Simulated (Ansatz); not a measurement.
## Nb: from a trial structure to a relaxed crystal

Method: DFT PBEsol, scalar-relativistic, plane waves, PAW (Ansatz). Cutoff 420 eV, Γ-centred k mesh, Gaussian smearing, no spin polarisation in the final step.

A relaxed cell is given with its space group left out.

```
Nb
1.0
    -2.56018    2.56018    1.40810
     2.56018   -2.56018    1.40810
     2.56018    2.56018   -1.40810
Nb
2
Direct
  0.00000 0.00000 0.00000
  0.75000 0.25000 0.50000
```

Energies count from the standard state of Nb at the same level.

(1) What space group does it have?

(2) How far above the standard state of Nb does it lie?

(3) Is it a metal?

Answers

(1) I4_1/amd (No. 141). Conventional cell: a = 5.120 Å, c = 2.816 Å. Nb has 4 Nb at 2.66 Å and 2 Nb at 2.82 Å.

(2) 0.62 eV/atom.

(3) Yes, bands cross the Fermi level on the 22×22×22 mesh.

The final run used a 22×22×22 mesh on its 2-atom cell and 0.10 eV smearing. The k mesh leaves about 4 meV/atom of noise in metals. The cell came from a trial start, so Nb may not exist in this structure.